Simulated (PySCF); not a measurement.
Below is a simulated gas-phase P 2p photoelectron spectrum of `[BH3-][PH3+]`.

Every computed line was given a Gaussian of 0.7 eV full width at half maximum and an area set by the number of equivalent atoms (split 2:1 within a doublet); the highest printed point is 100. Method: delta-SCF UKS SCAN, pcX-2 on the ionised atom, pcseg-1 elsewhere, spin-free X2C (PySCF 2.14.0).

(binding energy (eV), intensity): (137.3, 0), (137.4, 1), (137.5, 2), (137.6, 5), (137.7, 10), (137.8, 20), (137.9, 34), (138.0, 53), (138.1, 73), (138.2, 91), (138.3, 100), (138.4, 99), (138.5, 89), (138.6, 73), (138.7, 58), (138.8, 47), (138.9, 44), (139.0, 46), (139.1, 49), (139.2, 51), (139.3, 49), (139.4, 43), (139.5, 33), (139.6, 23), (139.7, 14), (139.8, 8), (139.9, 4), (140.0, 2), (140.1, 1), (140.2, 0)

Task: Count the maxima, the lines and the sites behind this envelope.

Result: The curve has 2 maxima (at 138.3 and 139.2 eV). Under it lie 2 lines from 1 inequivalent phosphorus site, drawn as a 2p3/2, 2p1/2 pair.

Task: Decompose the envelope and assign each component. Numbering: `[BH3-:1][PH3+:2]`.

Result: 
| position (eV) | relative area | line | atoms | environment |
| --- | --- | --- | --- | --- |
| 138.34 | 0.67 | P 2p3/2 | P2 | phosphorus bonded to B and 3 H |
| 139.23 | 0.33 | P 2p1/2 | P2 | phosphorus bonded to B and 3 H |

Shake-up satellites, vibrational structure and lifetime widths aren't simulated. 2p3/2 and 2p1/2 are the ΔSCF energy of one spin-free 2p hole plus the eigenvalues of a spin–orbit and ligand-field matrix of the shell. 2p1/2 minus 2p3/2 (ligand field included): P 0.89 eV. Geometry: PBE0-D3(BJ)/def2-SVP; no solvent, vibrations or thermal averaging.

The run took 5.8 s on one thread of an Arm Neoverse V1, no GPU, shared host with 32 logical CPUs at a one-minute load of 18, and the process peaked at 0.38 GiB of memory.
